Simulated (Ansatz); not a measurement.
Born–Oppenheimer molecular dynamics of BClH₃N (6 atoms, charge 0, multiplicity 1). It starts from a relaxed structure.

Computed with RKS PBE0-D4/6-31G* (Ansatz).

```
ensemble        : NVT, Langevin thermostat
time step       : 0.5 fs
steps asked     : 250
set temperature : 500 K
friction        : 0.001 /fs
seed            : 766436
```

First frame:

```xyz
6
Properties=species:S:1:pos:R:3
B -0.073 0.055 -0.022
Cl -0.023 -0.436 1.682
H 0.933 0.426 -0.543
N -1.271 -0.002 -0.717
H -2.139 -0.311 -0.304
H -1.341 0.268 -1.686
```

Q: What does the run give?

A: All steps were run.

| Item | Value |
| --- | --- |
| steps done | 250 |
| time covered | 125 fs |
| mean temperature over the second half | 302 K |
| spread of the potential energy over the second half | 9.0 meV per atom |
| mean potential energy of the second half above the start | 28.0 meV per atom |

The mean temperature of the second half is 40 % below the set value. A run of 0.12 ps of so small a system gives no equilibrium averages.

Q: What happens to the structure?

A: The same pairs are bonded in the first frame and the last. Pairs count as bonded within 1.25 times the sum of covalent radii (0.12 Å more for H–H). The details hang on the random start.

Q: How do temperature and energy run in time?

A: 
```csv
time (fs),T (K),potential energy less start (eV)
0.0,417,0.000
6.0,235,0.172
12.0,195,0.195
18.0,311,0.119
24.0,235,0.176
30.0,285,0.137
36.0,379,0.078
42.0,224,0.204
48.0,338,0.138
54.0,420,0.080
60.0,277,0.194
66.0,277,0.205
72.0,353,0.134
78.0,242,0.221
84.0,298,0.162
90.0,404,0.059
96.0,261,0.201
102.0,308,0.163
108.0,334,0.128
114.0,213,0.247
120.0,244,0.228
```

Run time: 4.7 min on 1 thread of Arm Neoverse V2, with other jobs on the host, peak memory 0.1 GiB.
